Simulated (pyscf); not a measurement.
**Multi-bond step: GeH₃• (SMILES [GeH3]) + HC≡CH (SMILES C#C) → C₂H₅Ge (SMILES [CH]1[CH2][GeH2]1) [doublet]**

Gas phase, doublet surface, charge 0. Bonds broken: Ge1–H2. Bonds formed: Ge1–C5, Ge1–C6, H2–C6. Structures and frequencies: ωB97X-D3(BJ)/def2-SVP in PySCF. Correlated levels are frozen-core, on RHF or UHF. ΔMP2 is the change of the MP2 total energy from the triple- to the quadruple-zeta basis.

Transition state (Å):

```xyz
8

Ge     1.1050    -0.8995    -0.2605
H     -0.4688    -0.3910     0.0166
H      1.8356    -0.0481     0.8343
H      1.5382    -0.1448    -1.5607
C     -0.5621     1.8434     0.6715
C     -0.9800     0.9247    -0.0797
H      0.0798     2.2908     1.4182
H     -1.7315     0.7610    -0.8525
```

One imaginary mode, 1747i cm⁻¹; descent along it reached the two sides named.

| bond | change | reactant side (Å) | saddle | product side |
|---|---|---|---|---|
| Ge1–H2 | breaks | 1.540 | 1.677 | 2.8 |
| Ge1–C5 | forms | 3.7 | 3.3 | 1.916 |
| Ge1–C6 | forms | 3.6 | 2.8 | 1.976 |
| H2–C6 | forms | 3.3 | 1.415 | 1.096 |

Electronic energies relative to the separated reactants (kcal/mol):

| level | barrier | reaction energy | reverse barrier |
|---|---|---|---|
| ωB97X-D3(BJ)/def2-TZVP | 27.3 | -17.1 | 44.4 |
| PBE/def2-TZVP | 15.9 | -16.3 | 32.1 |
| r²SCAN/def2-TZVP | 18.7 | -17.7 | 36.4 |
| B3LYP-D3(BJ)/def2-TZVP | 20.7 | -10.5 | 31.2 |
| PBE0-D3(BJ)/def2-TZVP | 20.5 | -19.6 | 40.1 |
| M06-2X/def2-TZVP | 28.9 | -9.9 | 38.8 |
| ωB97M-D3(BJ)/def2-TZVP | 28.7 | -9.5 | 38.2 |
| HF/def2-TZVP | 37.8 | -1.9 | 39.7 |
| MP2/def2-QZVPP | 45.7 | -10.7 | 56.4 |
| CCSD/def2-TZVPP | 32.8 | -9.7 | 42.4 |
| CCSD(T)/def2-TZVPP | 30.2 | -10.2 | 40.5 |
| CCSD(T)/def2-TZVPP + ΔMP2(QZVPP) | 29.8 | -11.3 | 41.1 |

With CCSD(T)/def2-TZVPP + ΔMP2(QZVPP) energies and thermal terms (ideal gas, 1 atm, RRHO with modes under 100 cm⁻¹ raised to 100, one conformer, R ln 2 for rigid chiral ones), in kcal/mol:

```tsv
T (K)	ΔH‡	ΔG‡	ΔH	ΔG
298	28.2	35.8	-8.2	+1.1
600	28.6	43.4	-8.2	+10.7
900	29.1	50.7	-7.7	+20.1
1200	29.6	57.8	-7.0	+29.2
```

The same reactants have a lower exit, to •HC=CH–GeH₃ (barrier +4.4 kcal/mol at ωB97M-D3(BJ), against +28.7 kcal/mol here). cyclic C₂H₅Ge (SMILES [CH]1[CH2][GeH2]1) [doublet] lies 33.9 kcal/mol over its isomer H₂C=CH–GeH₂•, and others may lie lower still (electronic energy, ωB97M-D3(BJ)). One saddle was located; it need not be the lowest between these sides. The CCSD(T) − MP2 part came from Ansatz, without density fitting, on the same reference. A UHF reference is spin-contaminated (<S²> up to 1.24), which harms MP2 most. The frozen core leaves the outer d or s,p core shells of the metals and heavy elements correlated in the MP2 and CC values, and def2-TZVPP describes them poorly, which can shift differences by a few kcal/mol. Elements up to Kr have no core potential and no relativistic terms here.
